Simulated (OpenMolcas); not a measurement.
Worked example: vertical ionisation energy of C2HCl3 (trichloroethylene)

C2HCl3: 6 atoms, total charge 0, spin state singlet. SMILES: `ClC=C(Cl)Cl`. The coordinates come from a GFN2-xTB relaxation.

Both states at this one shape; open shells run unrestricted unless said. 1 Eh = 27.2114 eV.

| level | program | singlet C2HCl3 (Eh) | doublet [C2HCl3]+ (Eh) | HOMO of the first (eV) |
| --- | --- | --- | --- | --- |
| mPW1PW91/pcseg-0 | OpenMolcas | -1455.543189 | -1455.177657 | -7.73 |
| mPW1PW91/pcseg-1 | OpenMolcas | -1457.348147 | -1456.995493 | -7.55 |
| mPW1PW91/pcseg-2 (RICD fitting) | OpenMolcas | -1457.518296 | -1457.170670 | -7.43 |

Work out the vertical ionisation energy at each level.


1. mPW1PW91/pcseg-0: -1455.177657 − (-1455.543189) = 0.365532 Eh = 9.95 eV; −ε(HOMO) = 7.73 eV.
2. mPW1PW91/pcseg-1: -1456.995493 − (-1457.348147) = 0.352654 Eh = 9.60 eV; −ε(HOMO) = 7.55 eV.
3. mPW1PW91/pcseg-2 (RICD fitting): -1457.170670 − (-1457.518296) = 0.347626 Eh = 9.46 eV; −ε(HOMO) = 7.43 eV.

No measured value is set beside it here; the levels span 9.46 to 9.95 eV.
